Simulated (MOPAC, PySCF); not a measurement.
H2S, SMILES `S`, neutral singlet in the gas phase. 

Cartesian coordinates (Å):
```xyz
3

S      0.0037     0.6241     0.0000
H     -0.9728    -0.3063     0.0000
H      0.9692    -0.3177     0.0000
```
Charge 0, multiplicity 1.

All levels are single points at this geometry (PBE0-D3(BJ)/def2-SVP); Pople sets use spherical d functions. Orbital energies aren't observables, and empty levels follow the basis.

B3LYP/LANL2DZ in PySCF gives gap (eV) = 8.06.

Question: Estimate the gap (eV) from each of these levels: PBE0-D3(BJ)/def2-TZVP in PySCF; ωB97X-D3(BJ)/def2-TZVP in PySCF; HF/3-21G in PySCF; AM1 in MOPAC; PM7 in MOPAC.

Answer: 
| level | gap (eV) |
|---|---|
| PBE0-D3(BJ)/def2-TZVP in PySCF | 8.02 |
| ωB97X-D3(BJ)/def2-TZVP in PySCF | 12.71 |
| HF/3-21G in PySCF | 15.52 |
| AM1 in MOPAC | 10.41 |
| PM7 in MOPAC | 8.53 |
